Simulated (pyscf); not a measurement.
PySCF, gas phase, ωB97X-D3(BJ)/def2-SVP geometries.

### Question
Estimate by transition-state theory (the high-pressure limit) the rate constant of H₃C–Si:–Cl (SMILES C[Si]Cl) [singlet] + HCl (SMILES Cl) → H₃C–SiH(Cl)–Cl (SMILES C[SiH](Cl)Cl) (singlet surface; Cl–H broken, Cl–Si, H–Si formed) at 1200 K, with ωB97M-D3(BJ)/def2-TZVP energies (ideal gas, 1 atm, RRHO with modes under 100 cm⁻¹ raised to 100, one conformer, R ln 2 for chiral ones without a mode under 150 cm⁻¹; no tunnelling).

### Answer
The electronic barrier is 6.0 kcal/mol and the thermal terms add +39.3, so ΔG‡ = 45.3 kcal/mol. With k_BT/h = 2.50e+13 s⁻¹ and RT = 2.385 kcal/mol, and a volume of 1.64e-19 cm³ per molecule at 1 atm, k = 2.3e-14 cm³ molecule⁻¹ s⁻¹. The product is born with the 75 kcal/mol of the reverse barrier and needs collisions to keep. Wigner's tunnelling factor for 1127i cm⁻¹ would be 1.08. A shift of 1 kcal/mol in the barrier changes k by a factor 1.5. On the reactant side the descent ends in a complex, 5.8 kcal/mol under the separated species and 9.4 kcal/mol under the saddle at ωB97X-D3(BJ)/def2-TZVP. At ωB97X-D3(BJ)/def2-TZVP the barrier from the zero used here is 3.6 kcal/mol. This is the saddle that the search found; another between the same sides may lie lower.
